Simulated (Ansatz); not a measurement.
Al₂FH₃, SMILES [F][AlH][AlH2]: a ladder of basis sets, run with Ansatz 0.2.0 through its Python package.

Contents of `al2fh3.xyz`:
```text
6

F    -0.89190   -2.14280    1.28140
Al   -0.50440   -1.11960   -0.17610
Al    0.46930    1.14310    0.09990
H    -0.68010   -1.68530   -1.64540
H     0.89400    2.00450   -1.18520
H     0.75520    1.73620    1.57920
```

`basis_al2fh3.py`:
```python
"""How the energy of Al2FH3 converges with the basis."""

import argparse

import ansatz as az

parser = argparse.ArgumentParser(description="How the energy of Al2FH3 converges with the basis.")
parser.add_argument("--functional", required=True, help="exchange-correlation functional")
args = parser.parse_args()

al2fh3 = az.Crystal.molecule_from_extxyz("al2fh3.xyz")

calculation = al2fh3.calculation().functional(args.functional)

energies = {}
for basis in ["cc-pVDZ", "cc-pVTZ"]:
    data = calculation.basis(gaussian=basis).run(threads=1, backend="cpu").report
    size = data["n_frozen"] + data["n_occupied"][0] + data["n_virtual"][0]
    energies[basis] = (data["reference_energy_ev"] / 27.211386246, data["free_energy_ev"] / 27.211386246)
    print(f"{basis:14s} {size:4d} orbitals  reference {energies[basis][0]:14.6f} Ha  total {energies[basis][1]:14.6f} Ha")

last = energies["cc-pVTZ"][1]
for basis, (_, total) in energies.items():
    print(f"{basis:14s} lies {27.211386 * (total - last):9.4f} eV above cc-pVTZ")
```

How far does the total energy move along this ladder of basis sets?

Against cc-pVDZ: cc-pVTZ -64.4 mHa. The last step alone is -64.37 mHa. From the first set to the last the time grows from 1.5 to 2.8 s.

The run itself:

Running `python basis_al2fh3.py --functional B3LYP` prints:
```text
cc-pVDZ          65 orbitals  reference    -586.571480 Ha  total    -586.571480 Ha
cc-pVTZ         140 orbitals  reference    -586.635854 Ha  total    -586.635854 Ha
cc-pVDZ        lies    1.7517 eV above cc-pVTZ
cc-pVTZ        lies    0.0000 eV above cc-pVTZ
```

The drop along the ladder measures the basis error, and is no property of the molecule. The geometry is a force-field or estimated start, not a minimum of this method, and the last set is no limit. Much of the fall in a total is atomic energy, which cancels in bond and reaction energies. For Al to Cl the sets with a tight d function, cc-pV(X+d)Z, are usual. Run time: 4.8 s on 1 thread of Arm Neoverse V1 (shared host), peak memory 0.29 GiB.
